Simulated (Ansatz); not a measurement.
## Ansatz (development build ahead of 0.2.0) run

```yaml
crystal:
  periodic: [false, false, false]
  atoms:
    - { symbol: B, position_ang: [-0.85893, 0.2924, -0.20358] }
    - { symbol: "N", position_ang: [0.67937, -0.24162, 0.17073] }
    - { symbol: H, position_ang: [-0.96404, 0.11903, -1.40596] }
    - { symbol: H, position_ang: [-1.60416, -0.41107, 0.45756] }
    - { symbol: H, position_ang: [-0.869, 1.46684, 0.12424] }
    - { symbol: H, position_ang: [0.87039, -0.12417, 1.15229] }
    - { symbol: H, position_ang: [0.78603, -1.21735, -0.05421] }
    - { symbol: H, position_ang: [1.37165, 0.27544, -0.34609] }
basis:
  gaussian: { orbitals: def2-SVP }
magnetization:
  spin_polarized: true
  initial_magnetization: 2
hamiltonian:
  xc: hf
correlation:
  method: mp2
  frozen_orbitals: { B: 1, H: 0, "N": 1 }
output:
  forces: true
```

The input is written out in the form of the current development build from the run's settings.

The run gave:

```json
{
  "Converged": "yes",
  "Reference energy": "-82.26593 hartree",
  "Correlation energy": "-0.29617 hartree",
  "Total energy": "-82.56210 hartree",
  "Spin squared of the determinant": "2.011",
  "Stability test": "minimum"
}
```

Forces (eV/Å):
```csv
atom,Fx,Fy,Fz
B1,2.269,0.282,6.046
N2,-2.994,0.840,-1.623
H3,-0.882,-0.163,-2.604
H4,-0.580,-0.814,-1.246
H5,-0.035,0.527,-1.461
H6,0.308,0.329,2.271
H7,0.329,-2.080,-0.382
H8,1.586,1.080,-1.002
```

Caution: another spin multiplicity may lie lower.
